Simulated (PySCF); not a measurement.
Compound: cyclopentane, C₅H₁₀.
SMILES: `C1CCCC1`

Method: TDDFT CAM-B3LYP/def2-SVPD, vertical, gas phase, core orbitals frozen in the response (PySCF 2.14.0, density-fitted response routines). Geometry: GFN2-xTB, one conformer, isolated molecule.

Question: Predict the UV-vis stick spectrum at this level.

Answer: 

```
state  λ (nm)  E (eV)       f  main configurations (H = HOMO, L = LUMO)
   S1   145.7    8.51  0.0000                                 H→L (88%)
   S2   140.3    8.84  0.0003                   H-1→L (84%), H→L+1 (8%)
   S3   137.2    9.04  0.0013                               H-2→L (92%)
   S4   135.7    9.14  0.0085                               H-3→L (88%)
   S5   134.9    9.19   0.065                               H-4→L (88%)
   S6   134.8    9.20   0.059                               H-5→L (87%)
   S7   132.2    9.38  0.0020                  H→L+3 (64%), H→L+1 (23%)
   S8   130.6    9.49  0.0010                 H→L+2 (65%), H-1→L+3 (9%)
```

Triplets (Tamm–Dancoff): T1 8.25 eV, H→L (82%); T2 8.54 eV, H-1→L (78%), H→L+1 (10%); T3 8.77 eV, H-2→L (67%), H→L+3 (14%).

The lowest singlet comes at 146 nm (821 kJ/mol) in the vacuum ultraviolet; it is dark (f under 0.0005); its leading configuration is HOMO→LUMO (88%). The most intense listed level is S5 at 9.19 eV (135 nm, f = 0.065), 0.68 eV above S1. S5/S6 lie within about 0.01 eV of each other. Löwdin shares by element: HOMO carbon 48% or more, hydrogen 9% or more (atoms not listed hold the other 43%); LUMO carbon 40% or more (atoms not listed hold the other 60%). The oscillator strengths of these states sum to 0.136; summed over the whole spectrum of an exact calculation they would give the number of electrons, 40 (Thomas–Reiche–Kuhn). The listed states span 0.98 eV, and the widest gap between neighbours is 0.33 eV (S1 to S2). Of the 8 states listed, 2 reach f = 0.01 and 2 stay under 0.0005. The window holds the lowest 8 singlets.

Time: 21 s of wall time. Hardware: one thread of an Arm Neoverse V2 (shared host).
